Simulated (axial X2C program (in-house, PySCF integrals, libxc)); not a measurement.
## MgC: cheaper levels and CCSD(T), with spin–orbit coupling

Calculated with an axial X2C code built on PySCF integrals. Two-component (2c) means X2C with spin–orbit coupling and atomic mean-field two-electron Coulomb and Gaunt terms. Basis: Mg dyall-cv3z [9s8p6d3f], C dyall-v3z [7s6p2d1f] (cores contracted in-house); Gaussian nuclei, density fitting, unrestricted open shells. Masses: Mg 23.985 u, C 12.000 u.

State: Ω = 1 (⟨Sz⟩ = 1.00, ⟨Lz⟩ = 0.00 at HF); fragments Mg + C.

```csv
level,Re (Å),ωe (cm⁻¹),De (eV)
PBE0,2.075,544.8,1.74
HF,2.059,591.2,1.43
CCSD,2.076,559.7,1.31
PBE,2.093,523.3,1.90
```

Correlated methods: 6 electrons correlated (number of frozen shells: Mg 2 s, 1 p; C 1 s), 216 virtual spin orbitals or spinors in MP2, 73 natural virtuals in coupled cluster.

CCSD(T), same Hamiltonian and basis:

Re = 2.081 Å, ωe = 553.4 cm⁻¹, De = 1.39 eV; T1 = 0.039 (Lee–Taylor normalisation).

Question: Give the differences from CCSD(T) in the columns below.

Answer: 

| level | ΔRe (Å) | Δωe (cm⁻¹) | ΔDe (eV) |
| --- | --- | --- | --- |
| PBE0 | -0.006 | -9 | 0.35 |
| HF | -0.022 | 38 | 0.04 |
| CCSD | -0.005 | 6 | -0.08 |
| PBE | 0.012 | -30 | 0.51 |

The state is one determinant whose occupation by symmetry is held fixed; it was picked as the lowest of a PBE0 search that is not exhaustive. De is counted from the lowest determinant-based energies of the atoms at the same level, without counterpoise correction. Density functionals use the spin component along the axis (collinear). Coupled cluster ran in a truncated set of natural virtual spinors; the MP2 energy of the rest was added. (T) has no such correction and the atoms are truncated less, which lowers De at CCSD(T) by a hundredth of an eV or more. In 2c an atomic determinant is not the ground J level, so De misses part of the atomic spin–orbit lowering. This holds for PBE0, CCSD, PBE, CCSD(T). Other states lie close and PBE0, whose exact exchange favours high spin, may order them wrongly; the determinant shown need not be the ground state. The nearest other 2c determinant of the search, Ω = 2, lies 0.48 eV up at the distance of the search. Without a current term, density functionals place determinants with orbital angular momentum somewhat too high. With several unpaired electrons one determinant need not be a pure state. Open-shell Ω = 0 determinants with evenly filled partner blocks cannot be reached by this program, so the Ω shown need not be the lowest component. This is the Ω = 1 component of a π² triplet; the 0⁺ component is not one determinant and can lie lowest. The determinant is spin-polarised beyond a pure state at some levels (its spin-free form has ⟨S²⟩ too high), which makes Re and μ there less reliable.
